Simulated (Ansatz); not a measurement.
in.yaml

```yaml
crystal:
  periodic: [false, false, false]
  atoms:
    - {symbol: Br, position_ang: [0.000000, 0.000000, -1.359667]}
    - {symbol: H, position_ang: [0.000000, 0.000000, -0.038667]}
    - {symbol: O, position_ang: [0.000000, 0.000000, 1.398333]}
basis:
  gaussian: {orbitals: cc-pVDZ}
magnetization: {spin_polarized: true, initial_magnetization: 2}
correlation: {method: ccsd_t, electrons: outside_noble_gas}
output: {forces: true}
```

```sh
$ ansatz run in.yaml --threads 1 --pin off --events-out ev --progress --plain --max-ram 2393MiB
```

The program prints:

```
486 factors; integrals over basis functions are off by at most 1.3e-3 eV
mean field evaluation 1: about -72045.3070 eV, gradient 1.4e1 eV
mean field evaluation 2: about -72045.3148 eV, gradient 1.4e1 eV
mean field evaluation 4: about -72048.1388 eV, gradient 3.0e0 eV
mean field evaluation 8: about -72048.2977 eV, gradient 2.7e-1 eV
mean field evaluation 16: about -72048.2991 eV, gradient 1.3e-6 eV
mean field evaluation 32: about -72048.2719 eV, gradient 2.5e-6 eV
mean field evaluation 64: about -72048.2951 eV, gradient 7.5e-1 eV
mean field evaluation 96: about -72048.1278 eV, gradient 4.8e0 eV
mean field evaluation 128: about -72044.4328 eV, gradient 5.9e-4 eV
mean field evaluation 160: about -72047.6291 eV, gradient 9.0e0 eV
mean field evaluation 192: about -72045.3088 eV, gradient 1.5e1 eV
mean field evaluation 224: about -72044.4328 eV, gradient 2.2e-3 eV
mean field -72048.29906597 eV, -2647.7261545831 hartree, gradient 1.3e-6 eV, S^2 2.011773; 7 other end points of the search recorded, 0 dependent functions left out
determinant -72048.29906597 eV, -2647.7261545831 hartree, with singles and doubles -72055.54213374 eV, -2647.9923324142 hartree
determinant -72048.27194665 eV, -2647.7251579666 hartree, with singles and doubles -72055.42475828 eV, -2647.9880189457 hartree
determinant -72048.29906597 eV, -2647.7261545831 hartree, with singles and doubles -72055.54297645 eV, -2647.9923633834 hartree
determinant -72048.27194665 eV, -2647.7251579666 hartree, with singles and doubles -72055.42589652 eV, -2647.9880607753 hartree
15 core orbitals not correlated: weight in the atoms' cores, before any rotation towards them, 1.000 or more for the frozen orbitals, at most 0.000 for the correlated occupied ones
reference -72048.29906597 eV, -2647.7261545831 hartree; 8, 6 occupied and 23, 25 virtual orbitals, 486 factors
second order -6.42151125 eV of doubles, -0.00000000 eV of singles
cycle   1  -7.24390647 eV  change    4.0e-6 eV  update   4.1e-6
cycle   2  -7.24390328 eV  change    3.2e-6 eV  update   2.5e-6
cycle   3  -7.24390092 eV  change    2.4e-6 eV  update   1.8e-6
cycle   4  -7.24390183 eV  change   -9.1e-7 eV  update   3.5e-7
cycle   5  -7.24390201 eV  change   -1.9e-7 eV  update   1.7e-7
cycle   6  -7.24390202 eV  change   -1.1e-8 eV  update   7.7e-8
cycle   7  -7.24390203 eV  change   -1.1e-8 eV  update   4.2e-8
perturbative correction -0.10079510 eV, -0.0037041516 hartree
the calculation of the forces begins
Total energy: -72055.64376310 eV, -2647.9960672244 hartree
Atom 0 at     0.000000     0.000000    -1.359667 Å, force     0.000000     0.000000    -4.750206 eV/Å
Atom 1 at     0.000000     0.000000    -0.038667 Å, force    -0.000000     0.000000     3.093352 eV/Å
Atom 2 at     0.000000     0.000000     1.398333 Å, force    -0.000000    -0.000000     1.656854 eV/Å
Dipole moment:     0.000000    -0.000000     0.204406 e Å
```

Forces (eV/Å):
```
Br   0.000  0.000 -4.750
H    0.000  0.000  3.093
O    0.000  0.000  1.657
```

For the same geometry and basis UCCSDT(Q) lies 21.6 meV lower.

Ran on 1 thread of Arm Neoverse V2, shared host: 5.5 s wall, 0.16 GiB peak host memory.
